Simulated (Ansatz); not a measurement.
```yaml
crystal:
  periodic: [false, false, false]
  atoms:
    - {symbol: C, position_ang: [-1.359782, -0.100620, 0.715237]}
    - {symbol: N, position_ang: [-0.357816, -0.911497, 0.076266]}
    - {symbol: C, position_ang: [0.642867, -0.321158, -0.427038]}
    - {symbol: N, position_ang: [0.902023, 1.017644, -0.478141]}
    - {symbol: O, position_ang: [1.606703, -1.028315, -1.048938]}
    - {symbol: Xx, position_ang: [-2.150779, -0.741493, 1.105799]}
    - {symbol: H, position_ang: [-0.963680, 0.472558, 1.568654]}
    - {symbol: H, position_ang: [-1.827881, 0.614486, 0.023672]}
    - {symbol: H, position_ang: [1.845505, 1.287908, -0.695146]}
    - {symbol: H, position_ang: [0.415051, 1.600333, 0.179099]}
    - {symbol: H, position_ang: [1.313191, -1.946746, -0.998962]}
basis:
  gaussian: {orbitals: def2-mTZVPP}
hamiltonian: {xc: {name: B97M-V}}
accuracy: high
```

```sh
$ ansatz run in.yaml --threads 4 --pin off --events-out ev --progress --plain --max-ram 10444MiB
```

Shortened log:

```
Error: YAML parse error: error: line 9 column 16: `Xx` is not an element symbol (H … Og, case-exact)
 7 |     - {symbol: N, position_ang: [0.902023, 1.017644, -0.478141]}
 8 |     - {symbol: O, position_ang: [1.606703, -1.028315, -1.048938]}
 9 |     - {symbol: Xx, position_ang: [-2.150779, -0.741493, 1.105799]}
10 |     - {symbol: H, position_ang: [-0.963680, 0.472558, 1.568654]}
11 |     - {symbol: H, position_ang: [-1.827881, 0.614486, 0.023672]}
```

(1) Something in this input is off. What?

Answers

(1) An element symbol is wrong. The input was rejected before any iteration.
